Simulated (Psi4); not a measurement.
BF$_{2}$ (SMILES F[B]F), doublet, geometry from GFN2-xTB; HF/cc-pVTZ (Psi4).

Here is a job for Psi4.
```
memory 2 GB

molecule {
0 2
B    -0.00140670    0.56005390    0.03773480
F     1.10620118   -0.15288980   -0.00904578
F    -1.10541968   -0.15825125   -0.01191800
}

set {
  basis cc-pvtz
  reference rohf
}

energy('scf')
print_variables()
```

Q: What does Psi4 print? Leave out banner, timings and long lists.

A: 
```
   => Loading Basis Set <=

    Name: CC-PVTZ
    Role: ORBITAL
    Keyword: BASIS

         ---------------------------------------------------------
                                   SCF
               by Justin Turney, Rob Parrish, Andy Simmonett
                          and Daniel G. A. Smith
                             ROHF Reference
         ---------------------------------------------------------

  ==> Geometry <==

    Molecular point group: cs
    Full point group: Cs

    Geometry (in Angstrom), charge = 0, multiplicity = 2:

       Center              X                  Y                   Z               Mass
    ------------   -----------------  -----------------  -----------------  -----------------
         B            0.556116206082     0.001393650730     0.000000000000    11.009305360000
         F           -0.158359523258    -1.106214939908     0.000000000000    18.998403162730
         F           -0.163901936084     1.105407339063     0.000000000000    18.998403162730

  Running in cs symmetry.

  Rotational constants: A =      3.83884  B =      0.36281  C =      0.33149 [cm^-1]
  Rotational constants: A = 115085.41851  B =  10876.90801  C =   9937.68173 [MHz]
  Nuclear repulsion =   55.514366623200360

  Charge       = 0
  Multiplicity = 2
  Electrons    = 23
  Nalpha       = 12
  Nbeta        = 11

  ==> Algorithm <==

  SCF Algorithm Type is DF.
  DIIS enabled.
  MOM disabled.
  Fractional occupation disabled.
  Guess Type is SAD.
  Energy threshold   = 1.00e-06
  Density threshold  = 1.00e-06
  Integral threshold = 1.00e-12

  ==> Primary Basis <==

  Basis Set: CC-PVTZ
    Blend: CC-PVTZ
    Number of shells: 30
    Number of basis functions: 90
    Number of Cartesian functions: 105
    Spherical Harmonics?: true
    Max angular momentum: 3

   => Loading Basis Set <=

    Name: (CC-PVTZ AUX)
    Role: JKFIT
    Keyword: DF_BASIS_SCF

  ==> Integral Setup <==

  SCF_SUBTYPE=INCORE selected. In-core MEM_DF algorithm will be used.
  Using in-core AOs.

  ==> MemDFJK: Density-Fitted J/K Matrices <==

    J tasked:                   Yes
    K tasked:                   Yes
    wK tasked:                   No
    Algorithm:                 Core
    Schwarz Cutoff:           1E-12
    Mask sparsity (%):       0.0000
    Fitting Condition:        1E-10

   => Auxiliary Basis Set <=

  Basis Set: (CC-PVTZ AUX)
    Blend: CC-PVTZ-JKFIT
    Number of shells: 75
    Number of basis functions: 237
    Number of Cartesian functions: 288
    Spherical Harmonics?: true
    Max angular momentum: 4

  Minimum eigenvalue in the overlap matrix is 3.5611908359E-03.
  Reciprocal condition number of the overlap matrix is 8.5573748316E-04.
    Using symmetric orthogonalization.

  ==> Pre-Iterations <==

  SCF Guess: Superposition of Atomic Densities via on-the-fly atomic UHF (no occupation information).

   -------------------------
    Irrep   Nso     Nmo
   -------------------------
     A'        60      60
     A"        30      30
   -------------------------
    Total      90      90
   -------------------------

  ==> Iterations <==

                           Total Energy        Delta E     RMS |[F,P]|

   @DF-ROHF iter SAD:  -222.79377754242967   -2.22794e+02   0.00000e+00
   @DF-ROHF iter   1:  -223.64622528555577   -8.52448e-01   4.41922e-03 DIIS
   @DF-ROHF iter   2:  -223.68207839873247   -3.58531e-02   3.04621e-03 DIIS
   @DF-ROHF iter   3:  -223.70367279159450   -2.15944e-02   2.40719e-04 DIIS
   @DF-ROHF iter   4:  -223.70405795443128   -3.85163e-04   4.84846e-05 DIIS
   @DF-ROHF iter   5:  -223.70407151128325   -1.35569e-05   1.08043e-05 DIIS
   @DF-ROHF iter   6:  -223.70407230168325   -7.90400e-07   2.74652e-06 DIIS
   @DF-ROHF iter   7:  -223.70407236358477   -6.19015e-08   4.87709e-07 DIIS
  Energy and wave function converged.

  ==> Post-Iterations <==

    Orbital Energies [Eh]
    ---------------------

    Doubly Occupied:

       1Ap   -26.328563     2Ap   -26.328543     3Ap    -7.743561
       4Ap    -1.660475     5Ap    -1.624082     6Ap    -0.832607
       7Ap    -0.768551     8Ap    -0.727424     1App   -0.724765
       2App   -0.669167     9Ap    -0.658639

    Singly Occupied:

      10Ap    -0.166240

    Virtual:

       3App    0.120096    11Ap     0.206187    12Ap     0.219223
      13Ap     0.287184     4App    0.312057    14Ap     0.504173
      15Ap     0.522764     5App    0.586262     6App    0.656998
      16Ap     0.663612    17Ap     0.713150    18Ap     0.792132
      19Ap     1.004542     7App    1.039779    20Ap     1.063981
       8App    1.082583    21Ap     1.104986    22Ap     1.139763
      23Ap     1.424065    24Ap     1.468571     9App    1.482960
      25Ap     1.700902    10App    1.741851    26Ap     1.793976
      11App    1.849547    27Ap     1.890676    12App    1.924973
      28Ap     1.987485    29Ap     2.016406    13App    2.061746
      14App    2.065584    30Ap     2.091078    31Ap     2.185551
      15App    2.380860    32Ap     2.473659    33Ap     2.530284
      16App    2.714743    34Ap     2.714778    35Ap     2.840364
      17App    3.181961    18App    3.290155    36Ap     3.294923
      37Ap     3.312877    38Ap     3.393560    39Ap     3.424679
      40Ap     5.028927    19App    5.256082    41Ap     5.274989
      20App    5.278376    42Ap     5.409876    43Ap     6.031938
      44Ap     7.031987    21App    7.351473    45Ap     7.354547
      22App    7.369004    46Ap     7.384278    23App    7.388086
      47Ap     7.422032    48Ap     7.485504    24App    7.512872
      49Ap     7.541727    25App    7.545728    50Ap     7.560351
      26App    7.641951    51Ap     7.781115    52Ap     7.938672
      27App    8.879688    53Ap     8.940403    54Ap     8.961579
      28App    9.022489    55Ap     9.356526    29App    9.373748
      30App    9.393281    56Ap     9.444812    57Ap     9.482414
      58Ap     9.582746    59Ap    11.988719    60Ap    12.034346

    Final Occupation by Irrep:
             Ap   App
    DOCC [     9,    2 ]
    SOCC [     1,    0 ]
    NA   [    10,    2 ]
    NB   [     9,    2 ]

  @DF-ROHF Final Energy:  -223.70407236358477

   => Energetics <=

    Nuclear Repulsion Energy =             55.5143666232003596
    One-Electron Energy =                -421.8640126762377349
    Two-Electron Energy =                 142.6455736894525899
    Total Energy =                       -223.7040723635847712

Computation Completed

Properties will be evaluated at   0.000000,   0.000000,   0.000000 [a0]

Properties computed using the SCF density matrix

 Multipole Moments:

 ------------------------------------------------------------------------------------
     Multipole            Electronic (a.u.)      Nuclear  (a.u.)        Total (a.u.)
 ------------------------------------------------------------------------------------

 L = 1.  Multiply by 2.5417464519 to convert [e a0] to [Debye]
 Dipole X            :          0.6123461           -0.2263365            0.3860096
 Dipole Y            :          0.0015346           -0.0005672            0.0009674
 Dipole Z            :          0.0000000            0.0000000            0.0000000
 Magnitude           :                                                    0.3860108

 ------------------------------------------------------------------------------------

  Variable Map:
  ----------------------------------------------------------------------------
  "CURRENT ENERGY"           =>    -223.704072363585
  "CURRENT REFERENCE ENERGY" =>    -223.704072363585
  "DD SOLVATION ENERGY"      =>       0.000000000000
  "HF KINETIC ENERGY"        =>     223.520368090441
  "HF POTENTIAL ENERGY"      =>    -447.224440454026
  "HF TOTAL ENERGY"          =>    -223.704072363585
  "HF VIRIAL RATIO"          =>       2.000821868158
  "NUCLEAR REPULSION ENERGY" =>      55.514366623200
  "ONE-ELECTRON ENERGY"      =>    -421.864012676238
  "PCM POLARIZATION ENERGY"  =>       0.000000000000
  "PE ENERGY"                =>       0.000000000000
  "SCF ITERATION ENERGY"     =>    -223.704072363585
  "SCF ITERATIONS"           =>       7.000000000000
  "SCF TOTAL ENERGY"         =>    -223.704072363585
  "TWO-ELECTRON ENERGY"      =>     142.645573689453

  Array Variable Map:
  ----------------------------------------------------------------------------
  "CURRENT DIPOLE"           =>       0.386009611299 ... 0.000000000000 1 by 3
  "SCF DIPOLE"               =>       0.386009611299 ... 0.000000000000 1 by 3
  "SCF TOTAL ENERGIES"       =>    -222.793777542430 ... -223.704072363585 1 by 8
```
